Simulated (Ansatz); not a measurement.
A made-up structure of CH4NS (charge -1), singlet:

N1  (-0.878, -0.042, -0.621)
C2  (0.353, 0.417, 0.020)
S3  (1.029, -0.815, 1.127)
H4  (-1.737, 0.119, -0.088)
H5  (-0.992, 0.401, -1.521)
H6  (0.184, 1.279, 0.683)
H7  (1.194, -0.181, -0.223)
(Å)

It is relaxed with PBE-D4/def2-SVPD and then PBE0-D4/def2-TZVPD (Ansatz 0.2.0). Atoms count as bonded within 1.22 times the sum of their covalent radii (H–H: 0.88 Å). The end point is not checked to be a true minimum.

Q: Does its bonding change? (A judgement: the text doesn't fix the answer.)

A: By the calculation: Yes. Formed: none; broken: S3–H7.

Where it ends: The first stage lowers the energy by 2.78 eV in 15 steps. It ends as CH₄NS ([NH2][CH2][S]), total charge -1:
```xyz
7
angstrom
N -0.7971 0.2418 -0.8158
C 0.4158 0.2734 0.0196
S 0.2245 -0.3707 1.7011
H -1.1212 -0.7227 -0.7823
H -1.5083 0.7308 -0.2758
H 0.7533 1.3162 0.0478
H 1.1857 -0.2919 -0.5188
```

Labels in which every atom is bracketed show which atoms are joined, not bond orders.

For scale, one of the runs: PBE0-D4/def2-TZVPD relaxation, 156 basis functions, launched by `ansatz run in.yaml --threads 2 --pin off --events-out ev --progress --plain --max-ram 4352MiB`. Hardware: 2 CPU threads of an Arm Neoverse V1, shared host. Wall time about 19 s.
